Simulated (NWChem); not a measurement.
Species: sulfur dioxide (SO2); SMILES O=S=O

Program: NWChem. Structure relaxed at the PBE0/def2-SVP level. Gas phase, vertical.

CAM-B3LYP/def2-SVPD, TDA puts singlet state 3 at 6.54 eV with oscillator strength 0.077.

Q: Give the wavelength, the transition dipole and the radiative lifetime of that state in vacuum.

A: 
1. λ = 1239.84/6.54 = 190 nm, or 52750 cm⁻¹.
2. f = (2/3) ΔE μ² in atomic units, so μ = √(1.5 f/ΔE) = 0.69 a.u. = 1.76 D.
3. τ = 1.499 s cm⁻² / (f ν²) = 7.0 ns, for a non-degenerate state that emits at the vertical energy; a higher state like this one mostly decays faster by other paths.
